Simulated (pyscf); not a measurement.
F–W(F)(F)(F)=Se + hydrogen chloride (HCl) → F–W(F)(F)(F)(Cl)–SeH (addition across a multiple bond or ene-type step; singlet surface; Cl–H broken, H–Se, Cl–W formed). Optimised with ωB97X-D3(BJ)/def2-SVP in PySCF. Rate constants from transition-state theory at the high-pressure limit, ωB97M-D3(BJ)/def2-TZVP energies (ideal gas, 1 atm, RRHO with modes under 100 cm⁻¹ raised to 100, one conformer, R ln 2 for chiral ones without a mode under 150 cm⁻¹; no tunnelling), k in cm³ molecule⁻¹ s⁻¹.

```tsv
T (K)	1000/T	log10 k
298	3.354	-34.18
600	1.667	-23.32
900	1.111	?
1200	0.833	-17.54
```

Task: Fit an Arrhenius line to the three values, give the activation energy, and predict k at 900 K.

Result: Least squares gives log10 k = -12.18 − 6.58 × 1000/T, so Ea = 6.58 × ln 10 × 1.987 = 30.1 kcal/mol, against an electronic barrier of 29.6. At 900 K the line gives -19.49; the computed value is -19.54 (ΔG‡ = 57.2 kcal/mol), close to the line. On the product side the descent ends in a point that may be a rotor saddle (no frequency run), 1.8 kcal/mol over the lowest minimum found and 21.1 kcal/mol under the saddle at ωB97X-D3(BJ)/def2-TZVP. At ωB97X-D3(BJ)/def2-TZVP the barrier from the zero used here is 23.7 kcal/mol. This is the saddle that the search found; another between the same sides may lie lower. Elements up to Kr have no core potential and no relativistic terms here. Elements past Kr carry the def2 core potentials, without spin-orbit coupling.
